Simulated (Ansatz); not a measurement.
**AlF₂ radical (SMILES [F][Al][F]): single points off equilibrium**

Aim: energy, forces and dipole at a structure displaced at random from a GFN2-xTB minimum, from CCSD(T) and from density functionals.

Program: Ansatz 0.2.0, Gaussian basis. Level of theory: single points in def2-TZVPP. These are calculated values, not measurements.

Cores are frozen in the correlated methods. Orbitals are unrestricted.

## Step 1: The starting structure

SMILES `[F][Al][F]`, 3 atoms, charge 0, spin multiplicity 2.

Atoms are counted from 1 here; the program's logs count them from 0.

Bond lengths: F1–Al2 1.593 Å, Al2–F3 1.684 Å. Angles: F1–Al2–F3 129.5°.

Coordinates:

```
F     0.55710   -1.40010    0.11170
Al    0.32340    0.17330    0.20230
F    -0.98070    1.09410   -0.33270
```

## Step 2: CCSD(T)/def2-TZVPP

Contents of run/in.yaml:

```yaml
crystal:
  periodic: [false, false, false]
  atoms:
    - {symbol: F, position_ang: [0.557100, -1.400100, 0.111700]}
    - {symbol: Al, position_ang: [0.323400, 0.173300, 0.202300]}
    - {symbol: F, position_ang: [-0.980700, 1.094100, -0.332700]}
basis:
  gaussian: {orbitals: def2-TZVPP}
magnetization: {spin_polarized: true, initial_magnetization: 1}
correlation: {method: ccsd_t}
scf: {omitted_lower_state_checks: [cluster_reference]}
output: {forces: true}
```

No record of the launch command was kept for these runs.

## Step 3: PBE0-D4/def2-TZVPP

run/in.yaml, as its differences from that of step 2:

```diff
@@ -9,4 +9,3 @@
 magnetization: {spin_polarized: true, initial_magnetization: 1}
-correlation: {method: ccsd_t}
-scf: {omitted_lower_state_checks: [cluster_reference]}
-output: {forces: true}
+hamiltonian: {xc: pbe0, dispersion: d4}
+output: {forces: true, orbitals: {seedname: orbitals}}
```

## Step 4: wB97M-V/def2-TZVPP

run/in.yaml, as its differences from that of step 3:

```diff
@@ -9,3 +9,3 @@
 magnetization: {spin_polarized: true, initial_magnetization: 1}
-hamiltonian: {xc: pbe0, dispersion: d4}
-output: {forces: true, orbitals: {seedname: orbitals}}
+hamiltonian: {xc: {name: wB97M-V}}
+output: {forces: true}
```

## Step 5: r2SCAN-D4/def2-TZVPP

run/in.yaml, as its differences from that of step 4:

```diff
@@ -9,3 +9,3 @@
 magnetization: {spin_polarized: true, initial_magnetization: 1}
-hamiltonian: {xc: {name: wB97M-V}}
+hamiltonian: {xc: r2scan, dispersion: d4}
 output: {forces: true}
```

## Step 6: PBE-D4/def2-TZVPP

run/in.yaml, as its differences from that of step 5:

```diff
@@ -9,3 +9,3 @@
 magnetization: {spin_polarized: true, initial_magnetization: 1}
-hamiltonian: {xc: r2scan, dispersion: d4}
+hamiltonian: {xc: pbe, dispersion: d4}
 output: {forces: true}
```

## Step 7: BHLYP-D4/def2-TZVPP

run/in.yaml, as its differences from that of step 6:

```diff
@@ -9,3 +9,3 @@
 magnetization: {spin_polarized: true, initial_magnetization: 1}
-hamiltonian: {xc: pbe, dispersion: d4}
+hamiltonian: {xc: {name: BHLYP}, dispersion: d4}
 output: {forces: true}
```

## Step 8: CAM-B3LYP-D4/def2-TZVPP

run/in.yaml, as its differences from that of step 7:

```diff
@@ -9,3 +9,3 @@
 magnetization: {spin_polarized: true, initial_magnetization: 1}
-hamiltonian: {xc: {name: BHLYP}, dispersion: d4}
+hamiltonian: {xc: {name: CAM-B3LYP}, dispersion: d4}
 output: {forces: true}
```

(Steps that only read results are left out.)

Before running it: what results should come out? Wanted: energy less free atoms, CCSD(T)/def2-TZVPP; RMS force component; RMS force error; HOMO and LUMO, PBE0-D4; T1 diagnostic.

As calculated:

```
                                  quantity                                                                                                 value
energy less free atoms, CCSD(T)/def2-TZVPP                                                                                            -11.219 eV
                       RMS force component                                                                  1.026 to 1.186 eV/Å over the methods
                           RMS force error  PBE0-D4 0.057, wB97M-V 0.073, r2SCAN-D4 0.028, PBE-D4 0.257, BHLYP-D4 0.239, CAM-B3LYP-D4 0.069 eV/Å
                    HOMO and LUMO, PBE0-D4                                                                                    -6.76 and -3.12 eV
                             T1 diagnostic                                                                                                 0.016
```

**Reading.** Against CCSD(T) the functionals' energies less atoms differ by -0.533 to +0.421 eV, PBE-D4 by -0.533 eV. The reference is not at the basis limit: in triple zeta CCSD(T) underbinds, which counts against methods that bind more; the gaps are no ranking. The forces of r2SCAN-D4 come nearest to CCSD(T), those of PBE-D4 are farthest. Frozen-core CCSD(T) forces in triple zeta carry basis errors of their own, and this is one geometry, so small gaps rank nothing.
